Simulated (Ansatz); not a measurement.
We consider hcp Ti, described by HSE06 (PAW; Ansatz, a first-principles code).

Numerical settings: plane-wave cutoff 460 eV, 12×12×6 k mesh (along the axes of the cell as run), Fermi–Dirac smearing 0.05 eV, no spin polarisation, scalar-relativistic PAW data made under PBE.

Computed at the level's own relaxed cell.

Q: What does this level give for the lattice constant a and c axis length?

A: 
* **lattice constant a**: 2.924 Å
* **c axis length**: 4.643 Å

Measured, for comparison: lattice constant a 2.950 Å, lattice parameter c 4.683 Å (293 K, no zero-point or thermal correction; as tabulated in Wikipedia's data pages). Computed (rounded) less measured: lattice constant a -0.9 %, lattice parameter c -0.9 %. A static lattice is as a rule a little smaller and stiffer than an uncorrected measurement, which narrows the difference in the lattice constant a, lattice parameter c and would widen misses of the other sign.

It cost about 40 core-minutes (a rough figure) of CPU time.
